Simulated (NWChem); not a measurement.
System: ammonia (NH₃); SMILES N

Results from NWChem. The geometry was optimised at PBE0/def2-SVP. Level: PBE0/def2-SVP with SMD, gas-phase geometry; reactions with the solvents are ignored.

```csv
SMD term (kcal/mol),water,n-hexane
distortion of the solute's density,0.62,0.12
polarisation,-5.94,-2.50
"cavity, dispersion and structure",2.18,1.35
```

Question: Sum the solvation free energies, find the transfer free energy from water to n-hexane and the partition coefficient at 298.15 K.

Answer: 
1. ΔG(solv, water) = -3.14 kcal/mol and ΔG(solv, n-hexane) = -1.03 kcal/mol (1 M gas to 1 M solution).
2. Transfer: -1.03 − (-3.14) = 2.11 kcal/mol.
3. log₁₀ K(n-hexane/water) = −ΔG/(RT ln 10) = -2.11/1.364 = -1.5, so the model puts more of the solute in water.
4. Of the transfer energy, 2.94 kcal/mol is electrostatic and -0.83 comes from the non-electrostatic term. The two phases are taken as the pure solvents.
